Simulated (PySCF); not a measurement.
Saddle point of SiNH₆F, singlet (SiH₃F ([F][SiH3]) + NH₃ → SiNH₅ ([NH2][SiH3]) + HF; bonds formed: Si1–N7, F2–H6; bonds broken: Si1–F2, H6–N7), PBE0-D4/def2-TZVP structure:

Si1  (-0.588, -0.036, -0.627)
F2  (1.403, 0.715, -0.888)
H3  (-0.141, -1.028, -1.624)
H4  (-1.890, -0.613, -0.134)
H5  (-0.955, 1.344, -0.999)
H6  (1.230, 0.342, 0.305)
N7  (0.378, -0.122, 0.956)
H8  (0.541, -1.058, 1.306)
H9  (0.022, 0.458, 1.705)
(Å)

Energies are electronic, without zero-point energy. Barriers and step energies count from the start structure reached by relaxing down the imaginary mode; all methods use the PBE0-D4 structures, on which another method's saddle can fall below an end. Computed with PySCF 2.14 with density fitting (its default auxiliary sets; JK sets also for MP2 and CCSD(T)) (basis: def2-TZVPP, with def2-QZVPP for the basis limit); correlated methods freeze the cores. B3LYP uses VWN-RPA correlation. Extrapolation: Hartree–Fock as exp(−7.88 √X), correlation as X^−2.97.

```tsv
method	barrier (kJ/mol)	step energy (kJ/mol)
SPW92	72.8	39.1
PBE-D4	?	48.5
r2SCAN-D4	?	58.5
PBE0-D4	116.1	50.7
B3LYP-D4	128.9	57.6
BHLYP-D4	144.2	63.0
wB97M-V	126.9	61.5
HF	185.6	74.5
MP2	?	55.8
CCSD	142.9	60.6
CCSD(T)	134.6	58.2
```

Task: Fill in the withheld barriers. (An estimate is asked for; the value comes from the calculation.)

Result: Computed: MP2 129.4; PBE-D4 103.3; r2SCAN-D4 118.0 kJ/mol. Each is the energy of the saddle less that of the start structure, by the same method.

For comparison, the barrier by CCSD(T) at an estimated basis limit (MP2 extrapolated from triple and quadruple zeta, plus CCSD(T) − MP2 in triple zeta) is 131.3 kJ/mol.

T1 diagnostic: at most 0.012.

The step is the kind of exchange with an N–H group that builds nitride films in atomic layer and chemical vapour deposition.

Labels in which every atom is bracketed show which atoms are joined, not bond orders.

For scale, one of the runs: CCSD(T)/def2-TZVPP, 188 basis functions, launched by `OMP_NUM_THREADS=4 python run.py`. Time: 4.4 min of wall clock on 4 CPU threads of an Arm Neoverse V2; the host was shared. Peak host memory: 2 GiB.
